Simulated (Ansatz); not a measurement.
Input file:

```yaml
crystal:
  periodic: [false, false, false]
  atoms:
    - {symbol: Co, position_ang: [0.000000, 0.000000, 0.000000]}
    - {symbol: N, position_ang: [0.000000, 0.000000, 1.504200]}
basis:
  gaussian: {orbitals: def2-SVP}
magnetization: {spin_polarized: true, initial_magnetization: 2}
correlation: {method: bccd, electrons: valence}
```

```sh
$ ansatz run in.yaml --threads 1 --pin off --events-out ev --progress --plain --max-ram 2393MiB
```

Q: Roughly how long does this take on 1 thread of Intel Xeon 6975P-C, shared host, and how much host memory?

A: 65 s wall and 0.18 GiB.

```
472 factors; integrals over basis functions are off by at most 6.5e-4 eV
mean field evaluation 1: about -39045.2967 eV, gradient 5.4e1 eV
mean field evaluation 2: about -39045.4497 eV, gradient 5.4e1 eV
mean field evaluation 4: about -39054.1119 eV, gradient 1.0e1 eV
mean field evaluation 8: about -39054.6631 eV, gradient 3.4e0 eV
mean field evaluation 16: about -39058.9125 eV, gradient 1.8e0 eV
mean field evaluation 32: about -39004.7408 eV, gradient 1.4e2 eV
mean field evaluation 64: about -39057.6475 eV, gradient 1.0e1 eV
mean field evaluation 96: about -39059.7273 eV, gradient 9.0e-1 eV
mean field evaluation 128: about -39053.5620 eV, gradient 3.6e0 eV
mean field evaluation 160: about -39059.7498 eV, gradient 1.6e0 eV
...
mean field -39059.76519684 eV, -1435.4198953240 hartree, gradient 3.7e-6 eV, S^2 3.681715; 61 other end points of the search recorded, 0 dependent functions left out
determinant -39059.76519684 eV, -1435.4198953240 hartree, with singles and doubles -39072.45619727 eV, -1435.8862809875 hartree
determinant -39059.75398412 eV, -1435.4194832641 hartree, with singles and doubles -39072.42923674 eV, -1435.8852902066 hartree
determinant -39059.72945317 eV, -1435.4185817686 hartree, with singles and doubles -39072.15726050 eV, -1435.8752952640 hartree
determinant -39059.72944006 eV, -1435.4185812868 hartree, with singles and doubles -39072.15659501 eV, -1435.8752708076 hartree
determinant -39059.55690182 eV, -1435.4122406232 hartree, with singles and doubles -39072.21605254 eV, -1435.8774558316 hartree
determinant -39059.53597967 eV, -1435.4114717485 hartree, with singles and doubles -39071.67899699 eV, -1435.8577194042 hartree
determinant -39059.08843752 eV, -1435.3950248777 hartree, with singles and doubles -39070.92816805 eV, -1435.8301269497 hartree
determinant -39058.99494553 eV, -1435.3915891106 hartree, with singles and doubles -39070.83491764 eV, -1435.8267000602 hartree
determinant -39058.97841357 eV, -1435.3909815724 hartree, with singles and doubles -39072.49156506 eV, -1435.8875807300 hartree
determinant -39058.97467371 eV, -1435.3908441348 hartree, with singles and doubles -39072.48350633 eV, -1435.8872845769 hartree
determinant -39058.86663122 eV, -1435.3868736468 hartree, with singles and doubles -39072.12633789 eV, -1435.8741588790 hartree
determinant -39058.76590512 eV, -1435.3831720306 hartree, with singles and doubles -39072.28132187 eV, -1435.8798544352 hartree
determinant -39058.30420817 eV, -1435.3662049807 hartree, with singles and doubles -39072.08882434 eV, -1435.8727802813 hartree
determinant -39058.14214600 eV, -1435.3602493059 hartree, with singles and doubles -39072.12466099 eV, -1435.8740972541 hartree
determinant -39058.13886740 eV, -1435.3601288195 hartree, with singles and doubles -39072.14574150 eV, -1435.8748719486 hartree
determinant -39058.11703602 eV, -1435.3593265311 hartree, with singles and doubles -39072.11510651 eV, -1435.8737461334 hartree
determinant -39057.97853859 eV, -1435.3542368444 hartree, with singles and doubles -39071.37369833 eV, -1435.8464998855 hartree
determinant -39057.96984573 eV, -1435.3539173878 hartree, with singles and doubles -39072.40959885 eV, -1435.8845685273 hartree
determinant -39057.85756142 eV, -1435.3497910156 hartree, with singles and doubles -39070.06672837 eV, -1435.7984696251 hartree
determinant -39057.85667301 eV, -1435.3497583671 hartree, with singles and doubles -39070.83593131 eV, -1435.8267373120 hartree
...
determinant -39057.15290490 eV, -1435.3238953660 hartree, with singles and doubles -39070.08810814 eV, -1435.7992553173 hartree
determinant -39057.05230085 eV, -1435.3201982354 hartree, with singles and doubles -39069.13127868 eV, -1435.7640924831 hartree
determinant -39056.94420212 eV, -1435.3162256801 hartree, with singles and doubles -39068.49023547 eV, -1435.7405345799 hartree
determinant -39056.93679775 eV, -1435.3159535747 hartree, with singles and doubles -39068.45534655 eV, -1435.7392524357 hartree
determinant -39056.82887381 eV, -1435.3119874431 hartree, with singles and doubles -39070.57797688 eV, -1435.8172576614 hartree
determinant -39056.80795373 eV, -1435.3112186444 hartree, with singles and doubles -39069.91959920 eV, -1435.7930627279 hartree
determinant -39056.78427739 eV, -1435.3103485548 hartree, with singles and doubles -39070.25681264 eV, -1435.8054550933 hartree
determinant -39056.77158756 eV, -1435.3098822120 hartree, with singles and doubles -39072.45983659 eV, -1435.8864147302 hartree
determinant -39056.76765876 eV, -1435.3097378313 hartree, with singles and doubles -39070.02626762 eV, -1435.7969827201 hartree
determinant -39056.74722392 eV, -1435.3089868651 hartree, with singles and doubles -39070.61430548 eV, -1435.8185927127 hartree
determinant -39056.74201464 eV, -1435.3087954275 hartree, with singles and doubles -39071.10449204 eV, -1435.8366067367 hartree
determinant -39056.73450603 eV, -1435.3085194913 hartree, with singles and doubles -39069.79300937 eV, -1435.7884106373 hartree
determinant -39056.40890395 eV, -1435.2965538353 hartree, with singles and doubles -39069.64498854 eV, -1435.7829709723 hartree
determinant -39054.80081777 eV, -1435.2374577582 hartree, with singles and doubles -39072.41200920 eV, -1435.8846571060 hartree
determinant -39059.76519684 eV, -1435.4198953240 hartree, with singles and doubles -39072.69316099 eV, -1435.8949892437 hartree
determinant -39059.75398412 eV, -1435.4194832641 hartree, with singles and doubles -39072.63272134 eV, -1435.8927681276 hartree
determinant -39059.72945317 eV, -1435.4185817686 hartree, with singles and doubles -39072.33941301 eV, -1435.8819892453 hartree
determinant -39059.72944006 eV, -1435.4185812868 hartree, with singles and doubles -39072.33594674 eV, -1435.8818618623 hartree
determinant -39059.55690182 eV, -1435.4122406232 hartree, with singles and doubles -39072.36293461 eV, -1435.8828536483 hartree
determinant -39058.97841357 eV, -1435.3909815724 hartree, with singles and doubles -39072.84375123 eV, -1435.9005233330 hartree
determinant -39058.97467371 eV, -1435.3908441348 hartree, with singles and doubles -39072.81940053 eV, -1435.8996284613 hartree
determinant -39058.86663122 eV, -1435.3868736468 hartree, with singles and doubles -39072.32883158 eV, -1435.8816003850 hartree
determinant -39058.76590512 eV, -1435.3831720306 hartree, with singles and doubles -39072.57596069 eV, -1435.8906822122 hartree
determinant -39058.30420817 eV, -1435.3662049807 hartree, with singles and doubles -39072.38105310 eV, -1435.8835194902 hartree
determinant -39058.14214600 eV, -1435.3602493059 hartree, with singles and doubles -39072.63642358 eV, -1435.8929041823 hartree
determinant -39058.13886740 eV, -1435.3601288195 hartree, with singles and doubles -39072.66460816 eV, -1435.8939399468 hartree
determinant -39058.11703602 eV, -1435.3593265311 hartree, with singles and doubles -39072.28967523 eV, -1435.8801614156 hartree
determinant -39057.96984573 eV, -1435.3539173878 hartree, with singles and doubles -39072.56263033 eV, -1435.8901923306 hartree
determinant -39057.65094288 eV, -1435.3421979242 hartree, with singles and doubles -39072.64589780 eV, -1435.8932523537 hartree
determinant -39057.52622123 eV, -1435.3376144882 hartree, with singles and doubles -39072.81112583 eV, -1435.8993243718 hartree
determinant -39056.77158756 eV, -1435.3098822120 hartree, with singles and doubles -39072.47578786 eV, -1435.8870009285 hartree
determinant -39054.80081777 eV, -1435.2374577582 hartree, with singles and doubles -39072.55429899 eV, -1435.8898861595 hartree
6 core orbitals not correlated: weight in the atoms' cores, before any rotation towards them, 1.000 or more for the frozen orbitals, at most 0.000 for the correlated occupied ones
reference -39059.76519684 eV, -1435.4198953240 hartree; 12, 10 occupied and 27, 29 virtual orbitals, 472 factors
second order -10.99973476 eV of doubles, -0.00000000 eV of singles
...
cycle  29  -12.67950399 eV  change    1.4e-3 eV  update   1.8e-4
cycle  30  -12.67822412 eV  change    1.3e-3 eV  update   1.4e-4
cycle  31  -12.67762494 eV  change    6.0e-4 eV  update   1.2e-4
cycle  32  -12.67714296 eV  change    4.8e-4 eV  update   8.4e-5
cycle  33  -12.67676103 eV  change    3.8e-4 eV  update   5.3e-5
cycle  34  -12.67655743 eV  change    2.0e-4 eV  update   3.3e-5
cycle  35  -12.67658714 eV  change   -3.0e-5 eV  update   2.3e-5
cycle  36  -12.67663461 eV  change   -4.7e-5 eV  update   1.7e-5
cycle  37  -12.67650583 eV  change    1.3e-4 eV  update   1.0e-5
cycle  38  -12.67650059 eV  change    5.2e-6 eV  update   5.9e-6
WARN: the results are in doubt because among natural orbitals full CI differs from the method by -0.607 eV
Total energy: -39072.44169742 eV, -1435.8857481281 hartree
In doubt: among natural orbitals full CI differs from the method by -0.607 eV
```

The singles that turn the determinant into the Brueckner one have T1 = 0.197.
